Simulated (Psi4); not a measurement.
# One shape, several levels: singlet CH4N+

Aim: a comparison of 3 runs (HF/STO-3G, B3LYP/6-31G*, wB97X-V/def2-TZVP) of singlet CH4N+. 

The results are computed with Psi4 1.11.

## Step 1: The system as given

CH4N+: 6 atoms, total charge +1, spin state singlet. SMILES of the parent species: `[CH2]N`. Geometry: relaxed at PBE0-D4/def2-TZVP. This is one conformer, not always the lowest. That shape belongs to the parent species and isn't relaxed for this state.

Bond lengths: C1–N2 1.386 Å, C1–H3 1.082 Å, C1–H4 1.082 Å, N2–H5 1.008 Å, N2–H6 1.008 Å. Angles: C1–N2–H5 115.5°, C1–N2–H6 115.5°, N2–C1–H3 116.9°, N2–C1–H4 116.8°, H5–N2–H6 111.4°, H3–C1–H4 118.6°.

## Step 2: A single-point energy at HF/STO-3G (run 1)

The input, input.in:

```
memory 1600 MB

molecule {
  1 1
  C
  N 1 1.385935
  H 1 1.081572 2 116.85026
  H 1 1.081657 3 118.6231 2 148.51794
  H 2 1.007927 1 115.47865 3 -171.65663
  H 2 1.007912 5 111.37855 1 -134.28118
  symmetry c1
}

set globals {
  basis         STO-3G
  puream        true
  e_convergence 1e-09
  d_convergence 1e-08
  scf_type      pk
}

e_tot, wfn = energy('scf', return_wfn=True)
print_variables()
```

Started as:

```
$ psi4 input.in input.out -n 1
```

input.out:

```text
[...]
  Running in c1 symmetry.
[...]
  Nuclear repulsion =   37.294119790171010
[...]
  Multiplicity = 1
[...]
  Nalpha       = 8
  Nbeta        = 8
[...]
    Number of basis functions: 14
[...]
   @RHF iter   1:   -93.16310643838665   -1.41928e+00   1.63981e-02 ADIIS/DIIS
[...]
   @RHF iter  11:   -93.19983281378100   -3.12639e-13   1.75642e-09 DIIS
[...]
    Orbital Energies [Eh]
    ---------------------
    Doubly Occupied:
       1A    -15.777509     2A    -11.506734     3A     -1.510543
       4A     -1.172227     5A     -1.004460     6A     -0.925846
       7A     -0.848261     8A     -0.747828
[...]
  @RHF Final Energy:   -93.19983281378100
   => Energetics <=
    Nuclear Repulsion Energy =             37.2941197901710098
    One-Electron Energy =                -194.0010910910413031
    Two-Electron Energy =                  63.5071384870892999
    Total Energy =                        -93.1998328137810006
[...]
 Multipole Moments:
 ------------------------------------------------------------------------------------
     Multipole            Electronic (a.u.)      Nuclear  (a.u.)        Total (a.u.)
 ------------------------------------------------------------------------------------
 L = 1.  Multiply by 2.5417464519 to convert [e a0] to [Debye]
 Dipole X            :          0.2067130            0.1720737            0.3787867
 Dipole Y            :         -0.0570926           -0.0476843           -0.1047769
 Dipole Z            :          0.0569697           -0.2643080           -0.2073384
 Magnitude           :                                                    0.4443498
[...]
```

Wall time 3.6 s (1 thread of AMD EPYC 7R43 (Zen 3), shared host); peak memory 0.16 GiB.

## Step 3: Energy and gradient at B3LYP/6-31G(d) (spherical functions) (run 2)

The input, ch4n.inp:

```
memory 1600 MB

molecule {
  1 1
  C     -0.319900    -0.571400    -0.195400
  N      0.368400     0.544400     0.254100
  H     -1.285500    -0.763000     0.252600
  H      0.275200    -1.412900    -0.523600
  H      1.200400     0.778600    -0.264400
  H     -0.196500     1.360300     0.430400
  symmetry c1
  no_reorient
  no_com
}

set {
  basis                6-31G*
  puream               true
  e_convergence        1e-09
  d_convergence        1e-08
  scf_type             pk
  dft_radial_points    99
  dft_spherical_points 590
}

energy_value, wavefunction = gradient('b3lyp', return_wfn=True)
oeprop(wavefunction, 'LOWDIN_CHARGES', 'QUADRUPOLE', 'MAYER_INDICES')
```

Started as:

```
$ psi4 -n 1 ch4n.inp ch4n.out
```

ch4n.out:

```text
[...]
  Running in c1 symmetry.
[...]
  Nuclear repulsion =   37.294117751154822
[...]
  Multiplicity = 1
[...]
  Nalpha       = 8
  Nbeta        = 8
[...]
    Number of basis functions: 36
[...]
   @RKS iter   1:   -94.87555477425724   -9.69626e-02   1.09313e-02 ADIIS/DIIS
[...]
   @RKS iter  10:   -94.94282299410891   -5.25802e-13   1.79530e-09 DIIS
[...]
    Orbital Energies [Eh]
    ---------------------
    Doubly Occupied:
       1A    -14.680892     2A    -10.561266     3A     -1.223947
       4A     -0.956831     5A     -0.832220     6A     -0.771417
       7A     -0.694793     8A     -0.640451
[...]
  @RKS Final Energy:   -94.94282299410891
   => Energetics <=
    Nuclear Repulsion Energy =             37.2941177511548219
    One-Electron Energy =                -195.9148213869609094
    Two-Electron Energy =                  74.5710455744623175
    DFT Exchange-Correlation Energy =     -10.8931649327651474
    Empirical Dispersion Energy =           0.0000000000000000
    VV10 Nonlocal Energy =                  0.0000000000000000
    Total Energy =                        -94.9428229941089086
[...]
  -Total Gradient:
     Atom            X                  Y                   Z
    ------   -----------------  -----------------  -----------------
       1       -0.058415036244    -0.052791530425    -0.073060195463
       2        0.062083385383     0.066539883232     0.069082664143
       3        0.011997477378    -0.005581440435     0.009735685513
       4       -0.001302925238    -0.000064414594     0.016355076124
       5       -0.021344112138     0.001854803205    -0.004010700463
       6        0.006981237186    -0.009957001248    -0.018102727779
[...]
 Multipole Moments:
 ------------------------------------------------------------------------------------
     Multipole            Electronic (a.u.)      Nuclear  (a.u.)        Total (a.u.)
 ------------------------------------------------------------------------------------
 L = 1.  Multiply by 2.5417464519 to convert [e a0] to [Debye]
 Dipole X            :         -1.2619437            1.2339912           -0.0279526
 Dipole Y            :         -0.5096697            0.6527114            0.1430417
 Dipole Z            :         -1.1813619            0.9473197           -0.2340422
 Magnitude           :                                                    0.2757137
 L = 2.  Multiply by 1.3450342976 to convert [e a0^2] to [Debye ang]
 Quadrupole XX       :        -22.7475685           17.0406346           -5.7069339
 Quadrupole XY       :        -12.2994269           13.4271423            1.1277154
[...]
```

It took 13 s on 1 thread of AMD EPYC 7R43 (Zen 3), shared host; peak memory 0.57 GiB.

## Step 4: The energy at wB97X-V/def2-TZVP (run 3)

The input, run.py:

```python
import psi4

psi4.set_memory('1600 MB')
psi4.set_num_threads(1)
psi4.set_output_file('run.log', False)

geom = psi4.geometry("""
1 1
C
N 1 1.385935
H 1 1.081572 2 116.85026
H 1 1.081657 3 118.6231 2 148.51794
H 2 1.007927 1 115.47865 3 -171.65663
H 2 1.007912 5 111.37855 1 -134.28118
symmetry c1
""")

options = {'basis': 'def2-TZVP', 'puream': True, 'e_convergence': 1e-09, 'd_convergence': 1e-08, 'scf_type': 'pk', 'dft_radial_points': 99, 'dft_spherical_points': 590}
psi4.set_options(options)

result, w = psi4.energy('WB97X-V', return_wfn=True)
print(f'total energy {result:.8f} hartree = {result * 27.211386:.5f} eV')
```

Started as:

```
$ python run.py
```

run.log:

```text
[...]
  Running in c1 symmetry.
[...]
  Nuclear repulsion =   37.294119790171010
[...]
  Multiplicity = 1
[...]
  Nalpha       = 8
  Nbeta        = 8
[...]
    Number of basis functions: 86
[...]
   @RKS iter   1:   -94.90104379880864   -2.88567e-01   3.76757e-03 ADIIS/DIIS
[...]
   @RKS iter  11:   -94.94761297091613   -1.33582e-12   4.25795e-09 DIIS
[...]
    Orbital Energies [Eh]
    ---------------------
    Doubly Occupied:
       1A    -14.753855     2A    -10.649537     3A     -1.349298
       4A     -1.075494     5A     -0.940479     6A     -0.875957
       7A     -0.796917     8A     -0.742966
[...]
  @RKS Final Energy:   -94.94761297091613
   => Energetics <=
    Nuclear Repulsion Energy =             37.2941197901710098
    One-Electron Energy =                -195.9707679230439226
    Two-Electron Energy =                  72.9323216850557827
    DFT Exchange-Correlation Energy =      -9.2694084594333734
    Empirical Dispersion Energy =           0.0000000000000000
    VV10 Nonlocal Energy =                  0.0661219363343770
    Total Energy =                        -94.9476129709161256
[...]
 Multipole Moments:
 ------------------------------------------------------------------------------------
     Multipole            Electronic (a.u.)      Nuclear  (a.u.)        Total (a.u.)
 ------------------------------------------------------------------------------------
 L = 1.  Multiply by 2.5417464519 to convert [e a0] to [Debye]
 Dipole X            :          0.1143106            0.1720737            0.2863843
 Dipole Y            :         -0.0315227           -0.0476843           -0.0792070
 Dipole Z            :          0.1539311           -0.2643080           -0.1103769
 Magnitude           :                                                    0.3169744
[...]
```

Standard output:

```text
total energy -94.94761297 hartree = -2583.65615 eV
```

Run time: 89 s. Hardware: 1 thread of AMD EPYC 7R43 (Zen 3), shared host; peak memory 0.78 GiB.

## Step 5: Overview of the runs

```
run                               level      task         integration grid  energy (Eh)  HOMO energy (eV)  LUMO energy (eV)  HOMO–LUMO gap (eV)  wall time
  1                           HF/STO-3G    energy                        –   -93.199833            -20.35             -3.83               16.52      3.6 s
  2  B3LYP/6-31G* (spherical functions)  gradient  99 radial × 590 angular   -94.942823            -17.43             -9.94                7.49       13 s
  3                   wB97X-V/def2-TZVP    energy  99 radial × 590 angular   -94.947613            -20.22             -7.30               12.92       89 s
```

## Step 6: What came out

```
            quantity         value
 run 3: total energy  -94.94761 Eh
  run 3: HOMO energy     -20.22 eV
  run 3: LUMO energy      -7.30 eV
run 3: HOMO–LUMO gap      12.92 eV
```

**Reading.** The HOMO–LUMO gap runs from 7.49 eV (B3LYP/6-31G*) to 16.52 eV (HF/STO-3G). The two ends differ in method and basis. Totals of different functionals can't be ranked against each other. In run 1 the basis is minimal, so the values are rough. All runs together took 1.8 min, the longest 89 s.
